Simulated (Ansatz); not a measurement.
For rock-salt MgS, PBE0 (Ansatz, an electronic-structure program, PAW) gives:

- lattice parameter a = 5.194 Å
- bulk modulus B0 = 80.2 GPa
- band gap at the measured cell = 4.53 eV

Task: What does Hartree–Fock (plane waves, PAW; Ansatz) give for the same quantities?

Result: 
- lattice constant a: 5.285 Å (goes up by 1.8 %)
- bulk modulus: 77.0 GPa (drops by 4.0 %)
- band gap at the measured cell: 10.33 eV (increases by 5.80 eV)

For comparison: lattice constant a 5.188 Å (measured, corrected for zero-point motion; as tabulated in Goldzak et al. (2022), arXiv:2208.04865); bulk modulus 81 GPa (measured, corrected for zero-point motion; as tabulated in Goldzak et al. (2022), arXiv:2208.04865).

Changes are worked out from the printed values.

Unless a cell is named, each level is at its own relaxed cell (PBE0 17.52, Hartree–Fock 18.45 Å³/atom).

Density-functional gaps are differences of (generalised) Kohn–Sham levels.

Ansatz's density-functional and Hartree–Fock values are scalar-relativistic unless marked +SOC, with PAW data made under PBE.
